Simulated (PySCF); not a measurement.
C3H4N (charge -1).
Cartesian coordinates in Å at the PBE0-D3(BJ)/def2-SVP level; atoms count from 1:
```xyz
8
C3H4N angstrom
C     -0.9127   -0.2536   -0.0058
C      0.3610    0.4340    0.3795
C      1.5874    0.0373   -0.1211
N      2.6420   -0.3256   -0.5268
H     -1.4923    0.1985   -0.8553
H     -0.7131   -1.2958   -0.3155
H     -1.6455   -0.3236    0.8291
H      0.2970    1.4448    0.8016
```

Hirshfeld charges (e) from the PBE0/pcSseg-1 density (PySCF), one withheld:

```csv
atom,bonded to,charge
C1,C2 H5 H6 H7,?
C2,C1 C3 H8,-0.2686
C3,C2 N4,-0.0597
N4,C3,-0.4705
H5,C1,-0.0208
H6,C1,+0.0102
H7,C1,-0.0075
H8,C2,-0.0295
```

(1) What is the charge on C1?

(2) Add each hydrogen's charge to the atom that carries it.

(3) Across which bond do the charges differ most?

(4) Take the bonds between elements whose Pauling electronegativities differ by more than 0.25. In how many does the more electronegative atom carry the lower charge?

Answers

(1) The charges add up to the total charge, -1. The others sum to -0.8464, which leaves -0.1536 e for C1 (methyl carbon).

(2) C1 -0.1717, C2 -0.2981. Atoms without hydrogen keep their charges.

(3) C3–N4: -0.0597 on C3 against -0.4705 on N4, a difference of 0.4108 e. The lower charge is on the more electronegative element of the two (Pauling values: N 3.04, C 2.55).

(4) In 5 of 5.

The Hirshfeld scheme weights the molecular density at each point by an atom's share of the summed free-atom densities. Geometry: PBE0-D3(BJ)/def2-SVP; no solvent, vibrations or thermal averaging. The pcSseg-1 basis has no diffuse functions, a weakness for an anion. The HOMO energy is positive at this level (+1.07 eV), so the outermost electrons may be held by the finite basis alone.
